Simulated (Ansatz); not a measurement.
## Ansatz (development build ahead of 0.2.0) run

```yaml
crystal:
  periodic: [false, false, false]
  atoms:
    - { symbol: H, position_ang: [-0.00457, -0.02651, -0.46496] }
    - { symbol: F, position_ang: [-0.00626, 0.02714, 0.54862] }
basis:
  gaussian: { orbitals: def2-SVP }
total_charge: 1
magnetization:
  initial_magnetization: 1
hamiltonian:
  xc: hf
correlation:
  method: ccsd_t
  frozen_orbitals: { F: 1, H: 0 }
scf:
  omitted_lower_state_checks: [stability, starts, atomic_configurations, cluster_reference, orbital_swaps, given_window_search, neighbouring_geometries, increment]
```

The input is written out in the form of the current development build from the run's settings. Correlation on restricted open-shell orbitals is semicanonical, with singles.

The run gave:

```json
{"Converged": "yes", "Reference energy": "-99.40701 hartree", "Correlation energy": "-0.16555 hartree", "Total energy": "-99.57256 hartree"}
```
